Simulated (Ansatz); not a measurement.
The input, for Ansatz 0.2.0:

```yaml
crystal:
  periodic: [false, false, false]
  atoms:
    - {symbol: Y, position_ang: [0.000000, -0.281190, 0.000000]}
    - {symbol: N, position_ang: [0.000000, 0.892411, -1.568635]}
    - {symbol: N, position_ang: [0.000000, 0.892411, 1.568635]}
basis:
  gaussian: {orbitals: def2-SVP}
magnetization: {spin_polarized: true, initial_magnetization: 5}
hamiltonian: {xc: {name: PBE}}
correlation: {method: rpa, electrons: outside_noble_gas}
```

```sh
$ ansatz run in.yaml --threads 1 --pin off --events-out ev --progress --plain --max-ram 4096MiB --backend cpu
```

Question: Roughly how long does this take on 1 thread of AMD EPYC 7R13, shared host, and how much host memory?

Answer: 24 s wall and 0.16 GiB.

```
595 factors; integrals over basis functions are off by at most 4.5e-4 eV
mean field evaluation 1: about -4005.0080 eV, gradient 2.7e1 eV
mean field evaluation 2: about -4005.0042 eV, gradient 2.7e1 eV
mean field evaluation 4: about -4008.3558 eV, gradient 9.7e0 eV
mean field evaluation 8: about -4008.9914 eV, gradient 1.7e-1 eV
mean field evaluation 16: about -4008.9908 eV, gradient 3.5e-4 eV
mean field evaluation 32: about -4008.9078 eV, gradient 1.9e-6 eV
mean field evaluation 64: about -4008.9697 eV, gradient 3.0e-1 eV
mean field evaluation 96: about -4008.9171 eV, gradient 4.0e-1 eV
mean field evaluation 128: about -4008.9191 eV, gradient 4.9e-1 eV
mean field evaluation 160: about -4008.9764 eV, gradient 2.2e-1 eV
mean field -4008.99081223 eV, -147.3276949579 hartree, gradient 1.4e-6 eV, S^2 8.775862; 13 other end points of the search recorded, 0 dependent functions left out
6 core orbitals not correlated: weight in the atoms' cores, before any rotation towards them, 0.951 or more for the frozen orbitals, at most 0.040 for the correlated occupied ones
reference -3983.28153340 eV, -146.3828963874 hartree; 9, 4 occupied and 44, 49 virtual orbitals, 595 factors
Total energy: -3998.49193337 eV, -146.9418682761 hartree
```
